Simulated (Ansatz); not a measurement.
# CH₅BS (SMILES CBS): a rigid scan of the bond length C1–H4

An exercise on one series of results from a longer session: the logs are not shown, and one member is left open.

Method: single points in def2-TZVPP; program: Ansatz 0.2.0, Gaussian basis.

Levels: PBE-D4, r2SCAN-D4, PBE0-D4, B3LYP-D4, wB97M-V, Hartree-Fock, MP2, CCSD, CCSD(T). The scan takes 0.965, 1.003, 1.059, 1.124, 1.196, 1.274, 1.357, 1.444, 1.535 Å.

Correlated methods freeze the cores. B3LYP uses VWN-RPA correlation.

29 further runs of the same task are left out: 29 set aside as unsound or not needed.

**Starting geometry**

The minimum, relaxed at PBE0-D4: SMILES `CBS`, 8 atoms, charge 0, spin multiplicity 1.

Atoms are counted from 1 here; the program's logs count them from 0.

Bond lengths: C1–B2 1.558 Å, C1–H4 1.096 Å, C1–H5 1.096 Å, C1–H6 1.092 Å, B2–S3 1.782 Å, B2–H7 1.195 Å, S3–H8 1.343 Å. Angles: B2–C1–H4 109.5°, B2–C1–H5 109.5°, B2–C1–H6 115.2°, H4–C1–H5 105.3°, H4–C1–H6 108.4°, H5–C1–H6 108.4°, C1–B2–S3 119.7°, C1–B2–H7 121.8°, S3–B2–H7 118.5°, B2–S3–H8 98.9°.

As a file:

```mol
CH5BS
  3D, bonds by distance, orders not assigned

  8  7  0  0  0  0  0  0  0  0999 V2000
   -0.6327    0.8479   -0.2658 C   0  0
    0.3426   -0.3618   -0.1543 B   0  0
    0.5981   -1.1480    1.4245 S   0  0
   -1.4139    0.6227   -1.0011 H   0  0
   -0.0968    1.7144   -0.6703 H   0  0
   -1.1133    1.1446    0.6683 H   0  0
    0.9323   -0.7852   -1.1038 H   0  0
    1.4758   -2.0917    1.0468 H   0  0
  1  2  8  0
  1  4  8  0
  1  5  8  0
  1  6  8  0
  2  3  8  0
  2  7  8  0
  3  8  8  0
M  END
```

Energies of the minimum (eV), from earlier single points: PBE-D4 -12624.64953, r2SCAN-D4 -12630.16260, PBE0-D4 -12625.99888, B3LYP-D4 -12633.10285, wB97M-V -12630.23637, CCSD(T) -12614.84090.

At the minimum the bond length C1–H4 is 1.096 Å.

Set-up of the first run:

ccsdt-tzvpp/in.yaml

```yaml
crystal:
  periodic: [false, false, false]
  atoms:
    - {symbol: C, position_ang: [-0.632711, 0.847926, -0.265769]}
    - {symbol: B, position_ang: [0.342611, -0.361826, -0.154305]}
    - {symbol: S, position_ang: [0.598103, -1.147999, 1.424469]}
    - {symbol: H, position_ang: [-1.320371, 0.649635, -0.913093]}
    - {symbol: H, position_ang: [-0.096794, 1.714406, -0.670285]}
    - {symbol: H, position_ang: [-1.113267, 1.144572, 0.668322]}
    - {symbol: H, position_ang: [0.932322, -0.785187, -1.103838]}
    - {symbol: H, position_ang: [1.475798, -2.091668, 1.046807]}
basis:
  gaussian: {orbitals: def2-TZVPP}
correlation: {method: ccsd_t}
```

The command line of these runs was not kept.

Steps of the session up to this table: C1–H4 = 0.965 Å; C1–H4 = 1.003 Å; C1–H4 = 1.059 Å; C1–H4 = 1.124 Å; C1–H4 = 1.196 Å; C1–H4 = 1.274 Å; C1–H4 = 1.357 Å; C1–H4 = 1.444 Å; C1–H4 = 1.535 Å.

One table of the session follows, with a row left open; its other results are not shown here.

Energies less that of the minimum at the same level (kcal/mol):

| bond length (Å) | PBE-D4 | PBE0-D4 | B3LYP-D4 | wB97M-V | Hartree-Fock |
| --- | --- | --- | --- | --- | --- |
| 0.965 | 8.9 | 8.3 | 8.1 | 8.0 | 7.6 |
| 1.003 | 4.3 | 3.9 | 3.7 | 3.7 | 3.3 |
| 1.059 | 0.7 | 0.5 | 0.5 | 0.5 | 0.3 |
| 1.096 (minimum) | 0.0 | 0.0 | 0.0 | 0.0 | 0.0 |
| 1.124 | 0.1 | 0.3 | 0.3 | 0.3 | 0.5 |
| 1.196 | 2.6 | 3.2 | 3.1 | 3.3 | 3.8 |
| 1.274 | 7.6 | 8.7 | 8.5 | 8.9 | 9.9 |
| 1.357 | 14.5 | 16.2 | 15.8 | 16.5 | 18.2 |
| 1.444 | ? | ? | ? | ? | ? |
| 1.535 | 31.7 | 34.8 | 33.5 | 35.4 | 38.6 |

Estimate the missing values for bond length (Å) = 1.444.

Worked estimate for «PBE-D4». A straight line through the neighbours (1.357, 14.5) and (1.535, 31.7) gives 14.5 + (31.7 − 14.5) × (1.444 − 1.357) / (1.535 − 1.357) = 22.9; a parabola fitted to 3 rows on both sides gives 22.5.

The run gave: PBE-D4: 22.7; PBE0-D4: 25.0; B3LYP-D4: 24.2; wB97M-V: 25.5; Hartree-Fock: 27.9. In «PBE-D4» the line misses by +0.2 and the parabola by -0.2.

Limits of these values: A polynomial through the near points puts the CCSD(T) minimum at the PBE0-D4 value.
